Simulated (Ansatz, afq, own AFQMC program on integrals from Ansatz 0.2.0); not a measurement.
**AlH (singlet): quantum Monte Carlo beside coupled cluster at distance Al1–H2 = 2.293 Å, cc-pVTZ**

An exercise on one series of results from a longer session: the logs are not shown, and one member is left open.

Method: cc-pVTZ, frozen cores; program: Ansatz 0.2.0, Gaussian basis, and an in-house AFQMC program (afq) on its integrals; all values are calculated.

The runs, in order: Full CI; PBE (unrestricted); r2SCAN (unrestricted); PBE0 (unrestricted); B3LYP (unrestricted); CCSD(T) on RHF; wB97M-V (unrestricted); B2PLYP (unrestricted); Full CI; CCSDT(Q) on RHF; Phaseless AFQMC, CISD trial on RHF; UHF.

3 further runs of the same task are left out: 3 that didn't finish.

## The system

The geometry derives from a PBE0/def2-TZVP stationary point (not a proven minimum). One bond is set to the value named and the two fragments are kept rigid.

2 atoms, charge 0, spin multiplicity 1.

Atoms are counted from 1 here; the program's logs count them from 0.

No contacts short enough for the rule that draws bonds.

Geometry (Å):

```mol
AlH
  3D, bonds by distance, orders not assigned

  2  0  0  0  0  0  0  0  0  0999 V2000
    0.0000    0.0000    0.0000 Al  0  0
    0.0000    0.0000    2.2930 H   0  0
M  END
```

Set-up of the first run:

Input file in.yaml:

```yaml
crystal:
  periodic: [false, false, false]
  atoms:
    - {symbol: Al, position_ang: [0.000000, 0.000000, 0.000000]}
    - {symbol: H, position_ang: [0.000000, 0.000000, 2.293000]}
basis:
  gaussian: {orbitals: cc-pVTZ}
correlation: {method: fci, electrons: outside_noble_gas}
```

Command:

```sh
> ansatz run in.yaml --threads 1 --pin off --events-out ev --progress --plain --max-ram 16896MiB --backend cuda --devices 0, --max-vram 18GiB
```

Among the steps run: Full CI; PBE (unrestricted); r2SCAN (unrestricted); PBE0 (unrestricted); B3LYP (unrestricted); CCSD(T) on RHF; wB97M-V (unrestricted); B2PLYP (unrestricted); CCSDT(Q) on RHF; Phaseless AFQMC, CISD trial on RHF; UHF.

One of the session's tables, all rows but one given; the rest of the session is left out.

On the RHF determinant, counted from full CI (exact for this spin and basis):

| level | from full CI (kJ/mol) |
| --- | --- |
| HF | +230.7 |
| MP2 | +66.8 |
| CCSD | ? |
| CCSD(T) | +1.8 |
| CCSDT(Q) | 0.0 |
| full CI | 0.0 |
| Phaseless AFQMC, CISD trial, step 0.005, 4000 walkers | +1.2 |

Q: Estimate the row for CCSD from the others.

As computed: from full CI (kJ/mol): +7.0. In the column «from full CI (kJ/mol)» it lies between CCSD(T) (+1.8) and MP2 (+66.8).
